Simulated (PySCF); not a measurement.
## Isomerisation enthalpies of C3H8O2

**The experiment to reproduce.**

CRC Handbook of Chemistry and Physics lists, for the gas at 298.15 K: enthalpy of formation of `OCCCO` (1,3-propanediol) -408 kJ/mol; enthalpy of formation of `COCOC` (dimethoxymethane) -348.5 kJ/mol.

The results are set against them at the end.

Differences of these values give the isomerisation enthalpies. Geometries: GFN2-xTB; runs in PySCF, gas phase, with a dispersion term only where the level names one. Total electronic energies (Eh):

| SMILES | CAM-B3LYP/def2-SVPD |
| --- | --- |
| OCCCO | -269.27467 |
| COCOC | -269.25323 |

Geometry of `OCCCO` (Å):
```
atom  x, y, z in Å
O1    -1.4098    1.2616    0.2759
C2    -1.2960    0.0463   -0.4168
C3     0.1525   -0.2932   -0.7869
C4     1.0094   -0.5618    0.4526
O5     1.1108    0.5578    1.3084
H6    -0.8042    1.2179    1.0318
H7    -1.7191   -0.7781    0.1777
H8    -1.8955    0.1587   -1.3239
H9     0.5777    0.5407   -1.3514
H10    0.1635   -1.1798   -1.4210
H11    0.5550   -1.3475    1.0613
H12    2.0097   -0.8976    0.1453
H13    1.5416    1.2753    0.8292
```

Geometry of `COCOC` (Å):
```
atom  x, y, z in Å
C1    -1.8500   -0.3051   -0.1653
O2    -0.9221    0.3719    0.6578
C3     0.0911    1.0134   -0.0528
O4     0.9675    0.1471   -0.7041
C5     1.7661   -0.6172    0.1758
H6    -2.3590    0.4002   -0.8322
H7    -2.5724   -0.7677    0.5034
H8    -1.3583   -1.0726   -0.7703
H9     0.6197    1.6288    0.6915
H10   -0.3246    1.6532   -0.8464
H11    2.3974    0.0358    0.7891
H12    1.1505   -1.2356    0.8353
H13    2.3898   -1.2518   -0.4497
```

Zero-point and thermal terms are left out, so the computed numbers are electronic energies.

## Comparison

Relative to `OCCCO`, the lowest by measurement, in kJ/mol (measured: enthalpies at 298.15 K; computed: electronic energies):

```
SMILES  measured  CAM-B3LYP/def2-SVPD
 OCCCO       0.0                  0.0
 COCOC      59.5                 56.3
```

Measured values: -408 kJ/mol (298.15 K; CRC Handbook of Chemistry and Physics) for the first row; the others come from the same table. Unsigned miss: CAM-B3LYP/def2-SVPD 3.2 kJ/mol. One conformer stands for `OCCCO` and `COCOC`, not necessarily the lowest, while the measurement averages over conformers. Where a level misses, the cause wasn't examined.
